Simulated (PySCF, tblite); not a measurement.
**A complex of beryllium hydride and water**

A gas-phase complex of beryllium hydride and water; neutral, singlet. The structure comes from a short search (6 tight-binding starts) and was relaxed by PBE0-D3(BJ)/def2-TZVPD; another way of binding may lie lower. Frequencies by PBE0-D3(BJ)/def2-TZVPD show no clear imaginary mode.

Parts: 1 = beryllium hydride ([BeH2]), atoms 1–3; 2 = water (O), atoms 4–6.

| atom | part | x (Å) | y (Å) | z (Å) |
| --- | --- | --- | --- | --- |
| Be1 | 1 | 0.033 | 0.057 | -0.433 |
| H2 | 1 | -0.781 | 1.117 | -0.153 |
| H3 | 1 | 0.119 | -1.304 | -0.403 |
| O4 | 2 | 1.448 | 0.661 | -1.075 |
| H5 | 2 | 1.526 | 1.580 | -1.347 |
| H6 | 2 | 2.091 | 0.107 | -1.526 |

Contacts between parts, classed by geometry: Be1···O4 1.667 Å (bond).

The parts are joined by the bond Be1–O4, so these are energies of forming such bonds; deforming the relaxed parts to their shape in the adduct costs 7.5 kcal/mol, which the interaction energies leave out.

Interaction energies are complex less parts, with the parts frozen as they stand in it; counterpoise-corrected, in kcal/mol (PySCF).

**Question.** How strongly do the parts interact, level by level?

**Answer.** 
| level | interaction | superposition error removed |
| --- | --- | --- |
| wB97M-D3(BJ)/def2-TZVPD | -26.08 | -0.19 |
| PBE0-D3(BJ)/def2-TZVPD | -27.13 | -0.22 |

**Question.** What holds them together? Decompose the wB97M-D3(BJ)/def2-TZVPD energy: frozen parts, their antisymmetrised product, then relaxation.

**Answer.** electrostatic -49.8, Pauli repulsion +54.4, orbital relaxation -29.8, dispersion correction -1.2 kcal/mol, which sum to the value before the counterpoise correction; the Pauli term holds the exchange-correlation of the frozen density too. Of the attraction, 62 % is electrostatic, 37 % is orbital relaxation, 1 % is dispersion correction.

The parts were also relaxed and run alone, at the levels used for the complex: shieldings by PBE0/pcSseg-2; core levels by delta-SCF with SCAN, pcX-2 on the ionised atom and pcseg-1 elsewhere, spin-free X2C.

Values alone: shielding of Be1 (ppm): 77.9; shielding of O4 (ppm): 329.1; Be1 1s core level (eV): 121.80; O4 1s core level (eV): 539.76.

**Question.** How do these values change when the complex forms?

**Answer.** 
```csv
property,alone,in the complex,change
shielding of Be1 (ppm),77.9,87.4,+9.5
shielding of O4 (ppm),329.1,276.9,-52.2
Be1 1s core level (eV),121.80,119.29,-2.51
O4 1s core level (eV),539.76,542.34,+2.58
```

**Question.** What are the binding energy from relaxed parts (wB97M-D3(BJ)/def2-TZVPD), and ΔH and ΔG of association at 298.15 K and 1 atm?

**Answer.** -18.58 kcal/mol, -15.45 with zero-point energy; ΔH -16.6 and ΔG -8.9 kcal/mol, from harmonic vibrations by PBE0-D3(BJ)/def2-TZVPD with low modes damped.

The 5 runs behind this took 56 s in all, one thread each of AMD EPYC 9R45 96-Core on a shared host, launched as `OMP_NUM_THREADS=1 python cluster_run.py task.json out`.
